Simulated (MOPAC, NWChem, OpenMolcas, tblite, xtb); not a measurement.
# AlH3O (AlH2(OH)): the dipole moment, rung by rung

AlH3O has 5 atoms, charge 0, and is taken as a singlet. SMILES: `[H][Al]([H])[OH]`. The shape comes from GFN2-xTB, which is rough for such elements, and wasn't checked as a minimum.

Each level gives the dipole moment (D). The values are calculated.

| level | kind | program | value (D) | CPU time |
| --- | --- | --- | --- | --- |
| GFN2-xTB | semi-empirical | tblite | 1.78 | under 2 s |
| AM1 | semi-empirical | MOPAC | 1.41 | under 2 s |
| GFN0-xTB | semi-empirical | xtb | 2.07 | under 2 s |
| IPEA1-xTB | semi-empirical | tblite | 1.16 | under 2 s |
| HF/ANO-RCC-MB (DKH2) | Hartree–Fock | OpenMolcas | 1.12 | 1.5 s |
| HF/STO-3G | Hartree–Fock | OpenMolcas | 0.69 | 1.3 s |
| SVWN5/STO-3G | LDA | OpenMolcas | 1.58 | 3.2 s |
| PBE/STO-3G | GGA | OpenMolcas | 1.54 | 3.8 s |
| r2SCAN/STO-3G | meta-GGA | OpenMolcas | 1.43 | 4.6 s |
| ACM/jorge-TZP-DKH (sfX2C) | density functional | NWChem | 1.25 | 15 s |

The values span 0.69 to 2.07 D. Magnitudes only: a small dipole may point the other way at some levels. Sets without polarisation functions give poor dipoles. Times are those of the runs behind each value, whatever else they computed, on shared processors of several kinds: orders of magnitude only.
